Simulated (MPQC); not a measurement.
# A workflow on doublet CH2BCl+

Aim: the energy (doublet CH2BCl+, UB3LYP/pcseg-1), then the energy (triplet CH2BCl, UB3LYP/aug-pcseg-0), then a single-point energy (doublet CH2BCl+, UB3LYP/aug-pcseg-0), then the energy (triplet CH2BCl, UB3LYP/aug-pcseg-1), then a single-point energy (doublet CH2BCl+, UB3LYP/aug-pcseg-1) of CH2BCl. 

The results are computed with MPQC 2.3.1.

1 further run of the same task is left out (set aside as unsound or not needed).

### Step 1. The system as given

The species is CH2BCl+ (5 atoms), meant as a doublet with charge +1. SMILES of the parent species: `B[C]Cl`. Geometry: relaxed at GFN2-xTB. That shape belongs to the parent species and isn't relaxed for this state.

Bond lengths: B1–C2 1.474 Å, C2–Cl3 1.628 Å, B1–H4 1.177 Å, B1–H5 1.169 Å. Angles: B1–C2–Cl3 141.8°, C2–B1–H4 120.1°, C2–B1–H5 119.8°, H4–B1–H5 120.1°.

### Step 2. A single-point energy at UB3LYP/pcseg-1 (run 1)

job.in

```
% emacs should use -*- KeyVal -*- mode
molecule<Molecule>: (
    symmetry = c1
    unit = bohr
    { atoms geometry } = {
        B  [ 0.78268677   0.26337113  -0.89293339 ]
        C  [ -0.92112810   0.53078627   1.29395217 ]
        Cl [ -2.77908793  -1.10193710   3.12367949 ]
        H  [ 1.08797202  -1.73017655  -1.83259970 ]
        H  [ 1.82955724   2.03795624  -1.69211746 ]
    }
)
basis<GaussianBasisSet>: (
    name = "pcseg-1"
    molecule = $:molecule
    basisdir = "."
    puream = yes
)
mpqc: (
    checkpoint = no
    savestate = no
    restart = no
    do_energy = yes
    do_gradient = no
    optimize = no
    mole<UKS>: (
        molecule = $:molecule
        basis = $:basis
        total_charge = 1
        multiplicity = 2
        memory = 1000000000
        print_evals = yes
        print_npa = yes
        maxiter = 70
        value_accuracy = 1e-08
        functional<StdDenFunctional>: ( name = "B3LYP" )
        integrator<RadialAngularIntegrator>: ( grid = fine )
        guess_wavefunction<HSOSHF>: (
            molecule = $:molecule
            total_charge = 1
            multiplicity = 2
            memory = 1000000000
            value_accuracy = 1e-3
            basis<GaussianBasisSet>: (
                name = "STO-3G"
                molecule = $:molecule
            )
            guess_wavefunction<ExtendedHuckelWfn>: (
                molecule = $:molecule
                total_charge = 1
                multiplicity = 2
                basis<GaussianBasisSet>: (
                    name = "STO-3G"
                    molecule = $:molecule
                )
            )
        )
    )
)
```

The basis set pcseg-1 is read from a file made from the Basis Set Exchange's data (not shown).

Launch:

```console
$ mpqc job.in > job.out
```

Output:

```text
MPQC: Massively Parallel Quantum Chemistry
[...]
  Integrated electron density error = 0.000067666924
  iter     1 energy = -523.6655837844 delta = 1.76661e-01
  Integrated electron density error = 0.000075592779
  iter     2 energy = -523.8567566369 delta = 3.31583e-02
[...]
  Integrated electron density error = -0.000000372949
  iter    44 energy = -523.8759340507 delta = 1.26646e-08
  Integrated electron density error = -0.000000372950
  iter    45 energy = -523.8759340507 delta = 1.15158e-08
  Integrated electron density error = -0.000000372949
  iter    46 energy = -523.8759340507 delta = 1.33646e-08
  Integrated electron density error = -0.000000372949
  iter    47 energy = -523.8759340507 delta = 1.19512e-08
[...]
  <S^2>      = 0.756144
  total scf energy = -523.8759340507
Value of the MolecularEnergy: -523.8759340507
[...]
        symmetry = c1
[...]
        nbasis = 56
[...]
      nalpha = 15
      nbeta = 14
[...]
```

Wall time 52 s (1 thread of Arm Neoverse V1, shared host); peak memory 0.45 GiB.

### Step 3. Triplet neutral CH2BCl: the energy at UB3LYP/aug-pcseg-0 (run 2)

job.in: that of step 2 with these lines changed.

```diff
@@ -13,3 +13,3 @@
 basis<GaussianBasisSet>: (
-    name = "pcseg-1"
+    name = "aug-pcseg-0"
     molecule = $:molecule
@@ -28,4 +28,4 @@
         basis = $:basis
-        total_charge = 1
-        multiplicity = 2
+        total_charge = 0
+        multiplicity = 3
         memory = 1000000000
@@ -39,4 +39,4 @@
             molecule = $:molecule
-            total_charge = 1
-            multiplicity = 2
+            total_charge = 0
+            multiplicity = 3
             memory = 1000000000
@@ -49,4 +49,4 @@
                 molecule = $:molecule
-                total_charge = 1
-                multiplicity = 2
+                total_charge = 0
+                multiplicity = 3
                 basis<GaussianBasisSet>: (
```

The basis set aug-pcseg-0 is read from a file made from the Basis Set Exchange's data (not shown).

Launch:

```console
$ mpqc job.in > job.out
```

Output:

```text
MPQC: Massively Parallel Quantum Chemistry
[...]
  Integrated electron density error = -0.000394576921
  iter     1 energy = -523.2914151508 delta = 2.15492e-01
  Integrated electron density error = -0.000625152752
  iter     2 energy = -523.5155815678 delta = 7.75550e-02
[...]
  Integrated electron density error = 0.000000228711
  iter    20 energy = -523.5307972345 delta = 9.97630e-08
  Integrated electron density error = 0.000000228713
  iter    21 energy = -523.5307972346 delta = 5.02003e-08
  Integrated electron density error = 0.000000228713
  iter    22 energy = -523.5307972346 delta = 2.59379e-08
  Integrated electron density error = 0.000000228714
  iter    23 energy = -523.5307972346 delta = 1.10641e-08
[...]
  <S^2>      = 2.004670
  total scf energy = -523.5307972346
Value of the MolecularEnergy: -523.5307972346
[...]
        symmetry = c1
[...]
        nbasis = 49
[...]
      nalpha = 16
      nbeta = 14
[...]
```

Run time: 21 s. Hardware: 1 thread of Arm Neoverse V1, shared host; peak memory 0.29 GiB.

Runs 3 to 4 aren't shown in full; the table further down has their settings and results.

### Step 4. A single-point energy at UB3LYP/aug-pcseg-1 (run 5)

job.in: that of step 3 with these lines changed.

```diff
@@ -13,3 +13,3 @@
 basis<GaussianBasisSet>: (
-    name = "aug-pcseg-0"
+    name = "aug-pcseg-1"
     molecule = $:molecule
@@ -28,4 +28,4 @@
         basis = $:basis
-        total_charge = 0
-        multiplicity = 3
+        total_charge = 1
+        multiplicity = 2
         memory = 1000000000
@@ -39,4 +39,4 @@
             molecule = $:molecule
-            total_charge = 0
-            multiplicity = 3
+            total_charge = 1
+            multiplicity = 2
             memory = 1000000000
@@ -49,4 +49,4 @@
                 molecule = $:molecule
-                total_charge = 0
-                multiplicity = 3
+                total_charge = 1
+                multiplicity = 2
                 basis<GaussianBasisSet>: (
```

The basis set aug-pcseg-1 is read from a file made from the Basis Set Exchange's data (not shown).

Launch:

```console
$ mpqc job.in > job.out
```

Output:

```text
MPQC: Massively Parallel Quantum Chemistry
[...]
  Integrated electron density error = -0.000007954268
  iter     1 energy = -523.6436914724 delta = 1.24583e-01
  Integrated electron density error = -0.000005051566
  iter     2 energy = -523.8602513544 delta = 5.50163e-02
[...]
  Integrated electron density error = -0.000000399080
  iter    47 energy = -523.8800327918 delta = 1.45614e-08
  Integrated electron density error = -0.000000399080
  iter    48 energy = -523.8800327918 delta = 1.25650e-08
  Integrated electron density error = -0.000000399081
  iter    49 energy = -523.8800327918 delta = 1.32358e-08
  Integrated electron density error = -0.000000399079
  iter    50 energy = -523.8800327918 delta = 1.75989e-08
[...]
  <S^2>      = 0.756386
  total scf energy = -523.8800327918
Value of the MolecularEnergy: -523.8800327918
[...]
        symmetry = c1
[...]
        nbasis = 91
[...]
      nalpha = 15
      nbeta = 14
[...]
```

It took 3.3 min on 1 thread of Arm Neoverse V1, shared host; peak memory 0.56 GiB.

### Step 5. All runs side by side

```csv
run,level,partner,energy (Eh),⟨S²⟩,wall time
1,UB3LYP/pcseg-1,cation,-523.875934,0.756,52 s
2,UB3LYP/aug-pcseg-0,base,-523.530797,2.005,21 s
3,UB3LYP/aug-pcseg-0,cation,-523.184562,0.756,66 s
4,UB3LYP/aug-pcseg-1,base,-524.216790,2.006,84 s
5,UB3LYP/aug-pcseg-1,cation,-523.880033,0.756,3.3 min
```

### Step 6. What came out

| quantity | value |
| --- | --- |
| run 5, UB3LYP/aug-pcseg-1: total energy | -523.88003 Eh |
| run 5, UB3LYP/aug-pcseg-1: ⟨S²⟩ | 0.756 |
| vertical ionisation energy (to the doublet cation), UB3LYP/aug-pcseg-0 | 9.422 eV |
| vertical ionisation energy (to the doublet cation), UB3LYP/aug-pcseg-1 | 9.164 eV |

What this shows: At UB3LYP/aug-pcseg-0: the vertical ionisation energy comes to 9.42 eV (909 kJ/mol). At UB3LYP/aug-pcseg-1: removing an electron at fixed nuclei costs 9.16 eV (211 kcal/mol). All runs together took 7 min, the longest 3.3 min.
